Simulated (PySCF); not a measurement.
Molecule: SMILES CC(C)C(=O)Cl, C4H7ClO.

Molfile (atoms numbered from 1):
```
C4H7ClO
     RDKit          3D

 13 12  0  0  0  0  0  0  0  0999 V2000
    0.9109   -0.9185   -0.4972 C   0  0  0  0  0  0  0  0  0  0  0  0
    0.0145   -0.0373    0.3755 C   0  0  0  0  0  0  0  0  0  0  0  0
   -1.4507   -0.1150   -0.0263 C   0  0  0  0  0  0  0  0  0  0  0  0
    0.4910    1.3962    0.3339 C   0  0  0  0  0  0  0  0  0  0  0  0
   -0.0664    2.3264   -0.1367 O   0  0  0  0  0  0  0  0  0  0  0  0
    2.1017    1.6051    1.1090 Cl  0  0  0  0  0  0  0  0  0  0  0  0
    0.5793   -1.9646   -0.4292 H   0  0  0  0  0  0  0  0  0  0  0  0
    1.9604   -0.8651   -0.1780 H   0  0  0  0  0  0  0  0  0  0  0  0
    0.8510   -0.6109   -1.5527 H   0  0  0  0  0  0  0  0  0  0  0  0
    0.1383   -0.3582    1.4244 H   0  0  0  0  0  0  0  0  0  0  0  0
   -2.0819    0.5042    0.6265 H   0  0  0  0  0  0  0  0  0  0  0  0
   -1.8031   -1.1547    0.0362 H   0  0  0  0  0  0  0  0  0  0  0  0
   -1.5920    0.2376   -1.0585 H   0  0  0  0  0  0  0  0  0  0  0  0
  1  2  1  0
  2  3  1  0
  2  4  1  0
  4  5  2  0
  4  6  1  0
  1  7  1  0
  1  8  1  0
  1  9  1  0
  2 10  1  0
  3 11  1  0
  3 12  1  0
  3 13  1  0
M  END
```

Geometry PBE0-D3(BJ)/def2-SVP throughout; GIAO in PySCF 2.14, gas phase, one conformer, non-relativistic; equivalent atoms averaged; functional PBE0.

For orientation, STO-3G gives these shifts δ (against TMS, H2O, HCl at the same level): C4 121.9, C2 41.1, C1/C3 22.3, O5 476.6, Cl6 224.6, H10 2.20, H7/H8/H9/H11/H12/H13 1.20 ppm.

A run gave: C4 179.9, C2 47.0, C1/C3 20.2, O5 561.2, Cl6 406.4, H10 2.69, H7/H8/H9/H11/H12/H13 1.33 ppm (shifts δ (against TMS, H2O, HCl at the same level)).

Which basis set was used in that run?
A. 6-31G
B. 6-31G*
C. 6-311+G(2d,p)
D. def2-TZVP

## Answers

A. Cl6 tells them apart best: 6-31G gives 406.4, def2-TZVP gives 453.6, 6-311+G(2d,p) gives 444.4, 6-31G* gives 381.6 ppm.
